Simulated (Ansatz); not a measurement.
## [BH4]−: a line through the functionals

[BH4]−: 5 atoms, total charge -1, spin state singlet. SMILES: `[H][B-]([H])([H])[H]`. The shape is that of a GFN2-xTB optimisation.

The vertical detachment energy (to the doublet neutral) y, in eV, basis 6-31G; a is the functional's share of exact exchange. Programs: Ansatz 0.2.0.

```
functional  program     a  y (eV)
       PBE   Ansatz     0    3.71
      BLYP   Ansatz     0    3.58
     B3LYP   Ansatz   0.2    3.98
      PBE0   Ansatz  0.25    4.00
   r2SCAN0   Ansatz  0.25       ?
     BHLYP   Ansatz   0.5    4.15
```

Fit y = c + s·a to the known rows and predict r2SCAN0.


1. Means of the 5 rows: a = 0.1900, y = 3.884.
2. Σ(Δa)² = 0.172, Σ(Δa·Δy) = 0.1812, so the slope is 0.1812/0.172 = 1.0535.
3. Intercept: 3.884 − (1.0535) × 0.1900 = 3.684. The largest residual of the fit is 0.10.
4. r2SCAN0: 3.684 + (1.0535) × 0.25 = 3.95 eV.

The run gave 4.10 eV, so the prediction is off by -0.15 eV, about the scatter of the fit. The rows mix families of semi-local functionals, which the line can't see.
